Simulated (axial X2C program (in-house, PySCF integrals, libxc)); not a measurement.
## AlC: from the spin-free to the two-component result

Computed with an axial X2C code built on PySCF integrals. Spin-free means the one-electron spin-free X2C Hamiltonian; two-component (2c) means X2C with spin–orbit coupling and atomic mean-field two-electron Coulomb and Gaunt terms, so the difference of the two also holds small scalar two-electron terms. Basis: Al dyall-v3z [8s8p2d1f], C dyall-v3z [7s6p2d1f] (cores contracted in-house); Gaussian nuclei, density fitting, unrestricted open shells. Masses: Al 26.982 u, C 12.000 u.

Spin-free state: M_S = 3/2, Λ = 0 (beyond evenly filled blocks: σα, π+α, π-α); fragments Al + C.

```tsv
level	Re (Å)	ωe (cm⁻¹)	De (eV)	μ (D)
PBE0	1.972	638.6	3.510	-1.80
HF	1.975	649.8	2.595	-1.09
CCSD(T)	1.978	642.7	3.275	n/a
PW91	1.980	621.5	3.726	-1.96
```

Correlated methods: 7 electrons correlated (number of frozen shells: Al 2 s, 1 p; C 1 s), 145 virtual spin orbitals or spinors in MP2, 89 natural virtuals in coupled cluster.

Dipoles are positive if C is the positive end.

Two-component determinant lowest at the distance of the search:

Ω = 3/2 (⟨Sz⟩ = 1.50, ⟨Lz⟩ = 0.00 at HF); fragments Al + C.

```
  level  Re (Å)  ωe (cm⁻¹)  De (eV)  μ (D)
   PBE0   1.972      638.5    3.510  -1.80
     HF   1.975      649.7    2.546  -1.09
CCSD(T)   1.978      644.0    3.269    n/a
   PW91   1.980      621.4    3.726  -1.96
```

**Question.** From the two tables, how do the constants change at the CCSD(T) level (2c against spin-free)?

**Answer.** At the CCSD(T) level Re is unchanged within 0.001 Å and ωe increases by 1.3 cm⁻¹; De is not compared, since the atomic limits differ or miss part of their spin–orbit lowering.

One determinant describes the state; a PBE0 search over occupations chose it and may have missed a lower one. De is counted from the lowest determinant-based energies of the atoms at the same level, without counterpoise correction. Density functionals use the spin component along the axis (collinear). Coupled cluster ran in a truncated set of natural virtual spinors; the MP2 energy of the rest was added. (T) has no such correction and the atoms are truncated less, which lowers De at CCSD(T) by a hundredth of an eV or more. The 2c atoms are single determinants rather than J levels; their spin–orbit lowering is only partly caught, and De is too large by that part. This holds for PBE0, CCSD(T), PW91. Without a current term, density functionals place determinants with orbital angular momentum somewhat too high. With several unpaired electrons one determinant need not be a pure state. This is the top spin component of a Σ state; components of lower Ω are not single determinants and can lie lower.
